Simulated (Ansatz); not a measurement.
Relaxation of CH4BCl (7 atoms, charge 0, multiplicity 1), to a largest force component of 0.02 eV/Å in at most 40 steps.

Level of theory: RKS PBE-D4/def2-SVP (Ansatz).

```xyz
7
Properties=species:S:1:pos:R:3
B 0.000 0.000 0.000
Cl 0.000 0.000 1.860
C 1.386 0.000 -0.800
H 1.715 -1.046 -0.970
H 1.249 0.508 -1.777
H 2.155 0.538 -0.208
H -1.030 0.000 -0.595
```

Task: Where does it end, and by what steps?

Result: The forces met the threshold. The force dipped under the threshold on the way, but the program's further checks kept it going. After 12 steps the energy has fallen by 0.168 eV; Cl2 moved furthest, 0.34 Å.

| step | energy less start (eV) | largest force component (eV/Å) | accepted |
| --- | --- | --- | --- |
| 0 | 0.0000 | 1.784 | yes |
| 1 | -0.1291 | 0.843 | yes |
| 2 | -0.1559 | 0.205 | yes |
| 3 | -0.1533 | 0.366 | no |
| 4 | -0.1603 | 0.056 | yes |
| 5 | -0.1640 | 0.051 | yes |
| 6 | -0.1665 | 0.012 | yes |
| 7 | -0.1668 | 0.108 | yes |
| 8 | -0.1671 | 0.077 | yes |
| 9 | -0.1677 | 0.011 | yes |
| 10 | -0.1678 | 0.020 | yes |
| 11 | -0.1663 | 0.127 | no |
| 12 | -0.1679 | 0.015 | yes |

```xyz
7
Properties=species:S:1:pos:R:3
B 0.036 -0.038 0.020
Cl -0.065 0.314 1.746
C 1.388 0.016 -0.753
H 1.576 -0.981 -1.213
H 1.287 0.706 -1.620
H 2.268 0.309 -0.151
H -1.015 -0.326 -0.520
```

Whether the end is a true minimum wasn't checked by a vibrational analysis.

Time of the run: 17 s on 1 thread of Arm Neoverse V2, on a shared host, peak memory 0.12 GiB.
